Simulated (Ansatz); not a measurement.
A run of Ansatz (development build ahead of 0.2.0) on singlet Li2 at this shape:

```xyz
2

Li    0.0000    0.0000    1.4115
Li    0.0000    0.0000   -1.4115
```

Its results:

```
Converged                                                          : yes
Reference energy                                                   : -14.87173 hartree
Correlation energy                                                 : -0.09586 hartree
Total energy                                                       : -14.96759 hartree
Spin squared of the determinant                                    : 0.000
Stability test                                                     : minimum among restricted orbitals
Occupied orbitals by symmetry in an Abelian subgroup (alpha; beta) : 2 Ag 1 B1u; 2 Ag 1 B1u
```

Forces (eV/Å):
```json
{"atom": "Li1", "Fx": "0.000", "Fy": "0.000", "Fz": "-0.138"}
{"atom": "Li2", "Fx": "0.000", "Fy": "0.000", "Fz": "0.138"}
```

Problem. Which input gives this output? Name the method, the orbitals and the basis set, and write the input.

Solution. RHF-MP2 in cc-pCVTZ. An unrestricted run that stays on the closed shell gives the same numbers.

```yaml
crystal:
  periodic: [false, false, false]
  atoms:
    - { symbol: Li, position_ang: [0.0, 0.0, 1.41153] }
    - { symbol: Li, position_ang: [0.0, 0.0, -1.41153] }
basis:
  gaussian: { orbitals: cc-pCVTZ }
hamiltonian:
  xc: hf
correlation:
  method: mp2
  frozen_orbitals: { Li: 0 }
output:
  forces: true
```
